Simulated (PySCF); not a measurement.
# MgCl2 (SMILES [Cl][Mg][Cl]): CCSDT/STO-3G

What is the vertical singlet–triplet gap of MgCl2 at CCSDT/STO-3G? The job is set up through a Python script.

Program for the calculation: PySCF 2.14.0.

10 further runs of the same task are left out: 10 set aside as unsound or not needed.

### 1 The system as given

MgCl2 has 3 atoms, charge 0, and is taken as a singlet. SMILES: `[Cl][Mg][Cl]`. Geometry: a GFN2-xTB relaxation, a rough one for these elements and not checked as a minimum.

Bond lengths: Mg1–Cl2 2.121 Å, Mg1–Cl3 2.119 Å. Angles: Cl2–Mg1–Cl3 178.9°.

### 2 A single-point energy at CCSDT/STO-3G

Contents of run.py:

```python
from pyscf import gto, scf, cc

mol = gto.Mole()
mol.atom = '''
Mg    -0.022847    -0.013171    -0.001304
Cl    -0.019067    -0.030840     4.006163
Cl     0.041895     0.044012    -4.004878
'''
mol.verbose = 4
mol.basis = 'sto-3g'
mol.unit = 'bohr'
mol.charge = 0
mol.max_memory = 1860
mol.build()

mf = scf.RHF(mol)
mf.conv_tol = 1e-10
mf.kernel()
if not mf.converged:
    mf = mf.newton().run(mf.mo_coeff, mf.mo_occ)

mycc = cc.CCSDT(mf, frozen=11)
mycc.kernel()
e_tot = mycc.e_tot
print('E(%s) = %.9f' % ('CCSDT', e_tot))
```

Launch:

```bash
OMP_NUM_THREADS=1 python run.py
```

What it wrote:

```text
PySCF version 2.14.0

[INPUT] num. atoms = 3
[INPUT] num. electrons = 46
[INPUT] charge = 0
[INPUT] spin (= nelec alpha-beta = 2S) = 0
[INPUT] symmetry False subgroup None
[INPUT] Mole.unit = bohr
[INPUT] Symbol           X                Y                Z      unit          X                Y                Z       unit  Magmom
[INPUT]  1 Mg    -0.012090111738  -0.006969793045  -0.000690047083 AA   -0.022847000000  -0.013171000000  -0.001304000000 Bohr   0.0
[INPUT]  2 Cl    -0.010089821881  -0.016319825185   2.119970162831 AA   -0.019067000000  -0.030840000000   4.006163000000 Bohr   0.0
[INPUT]  3 Cl     0.022169879251   0.023290147407  -2.119290170115 AA    0.041895000000   0.044012000000  -4.004878000000 Bohr   0.0

nuclear repulsion = 137.919664938353
number of shells = 15
number of NR pGTOs = 81
number of NR cGTOs = 27
basis = sto-3g
ecp = {}

[... 33 lines left out ...]
converged SCF energy = -1106.50736407717
[... 16 lines left out ...]
WARN: A large `blksize` is being used, which may cause large memory consumption
[... 12 lines left out ...]
Init t2, MP2 energy = -1106.539988693476  E_corr(MP2) -0.032624616309
[... 11 lines left out ...]
RCCSDT converged
[... 3 lines left out ...]
E(CCSDT) = -1106.544579741
```

Wall time 1.5 s (1 thread of Arm Neoverse V1, shared host); peak memory 0.11 GiB.

### 3 The triplet, same level

Contents of input.py:

```python
from pyscf import gto, scf, cc

molecule = gto.M(
    atom='Mg -0.012090 -0.006970 -0.000690; Cl -0.010090 -0.016320 2.119970; Cl 0.022170 0.023290 -2.119290',
    verbose=3,
    basis='sto-3g',
    charge=0,
    spin=2,
    max_memory=1860,
)

mf = scf.UHF(molecule)
mf.conv_tol = 1e-10
mf.kernel()
if not mf.converged:
    mf = mf.newton().run(mf.mo_coeff, mf.mo_occ)

mycc = cc.CCSDT(mf, frozen=11)
mycc.kernel()
e_final = mycc.e_tot
print('E(%s) = %.9f' % ('CCSDT', e_final))
```

Launch:

```bash
OMP_NUM_THREADS=1 python input.py
```

What it wrote:

```text
WARN: HOMO 0.0608664938520037 >= LUMO -0.552724162801395

WARN: HOMO -0.00775213898821958 >= LUMO -0.0769799512935664

WARN: HOMO -0.00395031599439621 >= LUMO -0.0758047997882619

WARN: HOMO -0.00502621467469488 >= LUMO -0.0748357400265809

WARN: HOMO -0.00505489857736519 >= LUMO -0.0747010246048048

WARN: HOMO -0.00508362073547974 >= LUMO -0.0746194962460822

WARN: HOMO -0.00510612476498529 >= LUMO -0.0747096417023102

WARN: HOMO -0.00507915180488072 >= LUMO -0.0747967570112889

WARN: HOMO -0.00510115785131815 >= LUMO -0.0747250319962085

WARN: HOMO -0.00509504652975157 >= LUMO -0.0747532242413356

WARN: HOMO -0.00509490362782172 >= LUMO -0.0747483426759815

WARN: HOMO -0.00509486980585394 >= LUMO -0.074748708054964

converged SCF energy = -1106.15948069172  <S^2> = 2.0028417  2S+1 = 3.0018939
_make_eris_incore_UCCSDT

WARN: A large `blksize_v_aaa` is being used, which may cause large memory consumption
      for storing contraction intermediates. If memory is sufficient, consider using
      `pyscf.cc.uccsdt_highm.UCCSDT` instead.

WARN: A large `blksize_v_aab` is being used, which may cause large memory consumption
      for storing contraction intermediates. If memory is sufficient, consider using
      `pyscf.cc.uccsdt_highm.UCCSDT` instead.

UCCSDT converged
E(UCCSDT) = -1106.208474981694   E_corr = -0.04899428997233218
E_corr(same-spin) = -0.0143656111759769
E_corr(oppo-spin) = -0.0346286787963553
E(CCSDT) = -1106.208474982
```

It took 7.5 s on 1 thread of Arm Neoverse V1, shared host; peak memory 0.11 GiB.

### 4 What came out

At CCSDT/STO-3G, 11 core orbitals frozen:

| quantity | value |
| --- | --- |
| singlet: total energy | -1106.54458 Eh |
| singlet: dipole moment (Hartree–Fock density) | 0.14 D |
| singlet: HOMO energy (Hartree–Fock orbitals) | -9.49 eV |
| singlet: LUMO energy (Hartree–Fock orbitals) | 7.65 eV |
| singlet: HOMO–LUMO gap (Hartree–Fock orbitals) | 17.14 eV |
| singlet: correlation energy (11 core orbitals frozen) | -37.2 mEh |
| singlet: T1 diagnostic | 0.006 |
| triplet: total energy | -1106.20847 Eh |
| triplet: dipole moment (Hartree–Fock density) | 0.05 D |
| triplet: HOMO energy (Hartree–Fock orbitals) (highest over α and β) | -0.14 eV |
| triplet: correlation energy (11 core orbitals frozen) | -49.0 mEh |
| triplet: ⟨S²⟩ of the reference determinant | 2.003 |
| triplet: T1 diagnostic | 0.009 |
| vertical energy of the triplet above the singlet | 9.146 eV |

**Reading.** At this shape the triplet lies 9.15 eV (882 kJ/mol) above the singlet. In a minimal basis such a difference can be off by several eV, whatever the method. Mulliken charges (singlet) of the mean-field density run from -0.59 on Cl2 to +1.17 on Mg1; they depend strongly on the basis. Mulliken charges (triplet) of the mean-field density run from -0.33 on Cl2 to +0.65 on Mg1; they depend strongly on the basis.
